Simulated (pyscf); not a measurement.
Optimised with ωB97X-D3(BJ)/def2-SVP in PySCF.

H₃C–CH•–CH=NH -> H₃C–C•=CH–NH₂
Surface: doublet. Broken: C–H. Formed: H–N. Give ΔE‡ and ΔE from ωB97M-D3(BJ)/def2-TZVP, relative to the reactant's lowest minimum found.

ΔE‡ = 2.76 eV, ΔE = +1.04 eV. Zero-point energy shifts the barrier by -0.16 eV. It is a hydrogen shift, with an imaginary mode of 1749i cm⁻¹. The same reactants have a lower exit, to H₂C=CH–CH=NH + H• (no saddle counted: cutting one bond, which may have a small barrier of its own, costs +2.19 eV at ωB97M-D3(BJ)/def2-TZVP, against +2.76 eV here). H₃C–C•=CH–NH₂ lies 1.20 eV over its isomer H₃C–C(CH₃)=N• (electronic energy, ωB97M-D3(BJ)/def2-TZVP). One saddle was located; it need not be the lowest between these sides.
